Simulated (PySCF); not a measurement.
How good is the calculation?

Bonds (- single, = double, # triple, : aromatic): C1=C2 1.326 Å, C2-F3 1.329 Å. C1 carries H4, H5; C2 carries H6. H4 is cis to F3; H5 is trans to F3.

Non-relativistic, a single conformation, gas phase. B3LYP/pcJ-1 coupling constants; NMR shieldings at PBE0/pcSseg-1/GIAO; coordinates at the PBE0-D3(BJ)/def2-SVP level; PySCF 2.14.0 with density-fitted response routines.

Reference values: measured (G. Saielli, R. Bini, A. Bagno, Computational 19F NMR. 2. Organic compounds, RSC Adv. 2014, ESI (exp. from Berger-Braun-Kalinowski 1994 and Everett 1995)).
| atoms | quantity | reference | computed | computed, scaled |
| --- | --- | --- | --- | --- |
| F3 | δ 19F vs CFCl3 | -113.0 | -99.3 | -103.7 |

Reference values: measured (solution, not stated per compound (mostly CDCl3 or CCl4); Pretsch, Buehlmann, Badertscher, Structure Determination of Organic Compounds, 4th ed. (2009)).
```tsv
atoms	quantity	reference	computed	computed, scaled
H6	δ 1H	6.17	6.74	6.60
H4	δ 1H	4.37	5.03	4.98
H5	δ 1H	4.03	4.59	4.57
```

Reference values: CCSD(T)/13s9p4d3f + vibration and temperature (MP2) (gas, 300 K; M. E. Harding, PhD thesis, Mainz 2008 (Harding, Lenhart, Auer, Gauss, JCP 2008, 128, 244111)).
```csv
atoms,quantity,reference,computed
F3,σ 19F,313.9,276.6
```

Reference values: CCSD(T)/13s9p4d3f (gas (isolated, no vibration); M. E. Harding, PhD thesis, Mainz 2008 (Harding, Lenhart, Auer, Gauss, JCP 2008, 128, 244111)).
```tsv
atoms	quantity	reference	computed
F3	σ 19F	324.2	276.6
```

Absolute shieldings are compared as such; zero-point and thermal motion, absent here, lowers them by some tenths of a ppm for H, a few ppm for C and up to about 10 ppm for F.

Computed shifts are σ(ref) − σ with the named reference compound (TMS for H and C) calculated as an isolated molecule at the same level. The measured values may be among those fitted. Expected solution values come from regression of measured δ (H and C: mostly CDCl3, vs TMS) on computed σ: 1H: δ = 29.85 − 0.948σ (rms 0.21 ppm, 133 shifts); 19F: δ = 150.53 − 0.919σ +17.7 on sp3 carbon (rms 6.8 ppm, 22 shifts vs CFCl3, solution or neat liquid). Occasional misses reach two or three times the rms, and more in compound classes unlike the fitted ones.

Coupling constants in Hz:
```tsv
coupling	reference	computed	source
3J(H5,H6) cis	4.7	5.6	measured; UCL NMR lecture notes, Spin-Spin Coupling (L3_3_97)
3J(H4,H6) trans	12.8	14.2	measured; UCL NMR lecture notes, Spin-Spin Coupling (L3_3_97)
3J(H6,H5) cis	4.7	5.6	measured; solution (compiled); Pretsch, Buehlmann, Badertscher, Structure Determination of Organic Compounds, 4th ed., Springer 2009
3J(H6,H4) trans	12.8	14.2	measured; solution (compiled); Pretsch, Buehlmann, Badertscher, Structure Determination of Organic Compounds, 4th ed., Springer 2009
2J(H4,H5)	-3.2	-2.3	measured; UCL NMR lecture notes, Spin-Spin Coupling (L3_3_97)
1J(C2,H6)	200.2	203.3	measured; liquid or solution (compiled); San Fabian, Garcia de la Vega, Suardiaz et al., Magn. Reson. Chem. 2013, 51, 775 (SI)
```

(1) How far are the unscaled 1H shifts from the references?

(2) How far are the unscaled 19F shieldings from the references?

Answers

(1) Mean signed difference +0.60 ppm, mean absolute 0.60 ppm over 3 comparisons; the largest is +0.66 ppm at H4 (hydrogen on a terminal =CH2 carbon).

(2) Mean signed difference -42.45 ppm, mean absolute 42.45 ppm over 2 comparisons; the largest is -47.6 ppm at F3 (vinylic fluorine).

12 of the 17 published NMR values on file for this molecule are compared. The rest: values whose atom or origin is in doubt, other calculations.

Unscaled 3J(H,H) at this level run about 9 % above measured values.
